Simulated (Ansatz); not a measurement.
Total energies of C$_{3}$H$_{3}$F$_{3}$, SMILES `CC(F)=C(F)F`.

```xyz
9

C    -0.311   -1.068    0.369
C     0.409    0.043   -0.283
F     1.508   -0.304   -0.972
C     0.085    1.325   -0.254
F     0.756    2.282   -0.849
F    -0.966    1.798    0.385
H     0.342   -1.581    1.079
H    -0.639   -1.798   -0.376
H    -1.185   -0.696    0.902
```

Charge 0, multiplicity 1. All single points use the PBE0-D4/def2-TZVP geometry. Basis def2-TZVPP, Ansatz.

RPA on PBE orbitals: Hartree–Fock energy of these orbitals -413.72847 Eh, correlation -1.87604 Eh (frozen core).

| functional | energy without D4 (Eh) | D4 term (kJ/mol) |
| --- | --- | --- |
| BHLYP | -415.60892 | -15.1 |
| ωB97X-V | -415.65763 | – |

Q: Give the same for LDA (SPW92), PBE, revPBE, BLYP, r2SCAN, B97M-V, PBE0, B3LYP, r2SCANh, r2SCAN0, HSE06 (plane-wave form), CAM-B3LYP, LC-ωPBE, ωB97M-V, B2PLYP, PBE-QIDH. (An estimate is asked.)

A: Computed: 
| functional | energy without D4 (Eh) | D4 term (kJ/mol) |
| --- | --- | --- |
| LDA (SPW92) | -412.83333 | – |
| PBE | -415.36432 | -14.0 |
| revPBE | -415.65859 | -50.5 |
| BLYP | -415.72442 | -31.8 |
| r2SCAN | -415.60230 | -3.5 |
| B97M-V | -415.68769 | – |
| PBE0 | -415.36976 | -11.6 |
| B3LYP | -415.79533 | -22.3 |
| r2SCANh | -415.57944 | -3.6 |
| r2SCAN0 | -415.54676 | -4.0 |
| HSE06 (plane-wave form) | -415.35157 | -10.7 |
| CAM-B3LYP | -415.66504 | -11.5 |
| LC-ωPBE | -415.55229 | – |
| ωB97M-V | -415.67372 | – |
| B2PLYP | -415.52940 | – |
| PBE-QIDH | -415.31060 | – |

B3LYP takes the VWN-RPA correlation (the form of Gaussian; ORCA's B3LYP/G). HSE06 is the plane-wave form, built on full-range PBE exchange. The double hybrids freeze the cores in their second-order part.

LC-ωPBE has ω = 0.4 bohr⁻¹.
